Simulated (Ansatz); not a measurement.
# CH5Al: the cost of one run

Program: Ansatz 0.2.0. Level of theory: RKS PBE-D4/def2-SVP. These are calculated values, not measurements.

## Step 1: The starting structure

Bond lengths: Al1–C2 1.970 Å, C2–H3 1.110 Å, C2–H4 1.110 Å, C2–H5 1.110 Å, Al1–H6 1.560 Å, Al1–H7 1.560 Å. Angles: Al1–C2–H3 109.5°, Al1–C2–H4 109.5°, Al1–C2–H5 109.5°, H3–C2–H4 109.4°, H3–C2–H5 109.4°, H4–C2–H5 109.4°, C2–Al1–H6 120.0°, C2–Al1–H7 120.0°, H6–Al1–H7 120.0°.

As a file:

```xyz
7

Al    0.0000    0.0000    0.0000
C     0.0000    0.0000    1.9700
H    -0.9996   -0.3092    2.3405
H     0.7676   -0.7111    2.3405
H     0.2320    1.0203    2.3405
H     1.3510    0.0000   -0.7800
H    -1.3510    0.0000   -0.7800
```

## Step 2: Preparing the start

Input file input.yaml:

```yaml
crystal:
  periodic: [false, false, false]
  atoms:
    - { symbol: Al, position_ang: [0.0, 0.0, 0.0] }
    - { symbol: C, position_ang: [0.0, 0.0, 1.97] }
    - { symbol: H, position_ang: [-0.9996, -0.3092, 2.3405] }
    - { symbol: H, position_ang: [0.7676, -0.7111, 2.3405] }
    - { symbol: H, position_ang: [0.232, 1.0203, 2.3405] }
    - { symbol: H, position_ang: [1.351, 0.0, -0.78] }
    - { symbol: H, position_ang: [-1.351, 0.0, -0.78] }
basis:
  gaussian: { orbitals: def2-SVP }
hamiltonian:
  xc: pbe
  dispersion: d4
relax:
  f_tol: 0.02
  max_steps: 40
output:
  orbitals: {}
```

Command:

```
$ ansatz run input.yaml --threads 1 --pin off --max-ram 2048MiB --backend cpu --events-out ev --progress --plain --runs-dir out
```

**Question.** How long does this run take on 1 thread of Arm Neoverse V2, shared host, and how much memory does it need?

About 4.9 s, with a peak of 0.1 GiB.
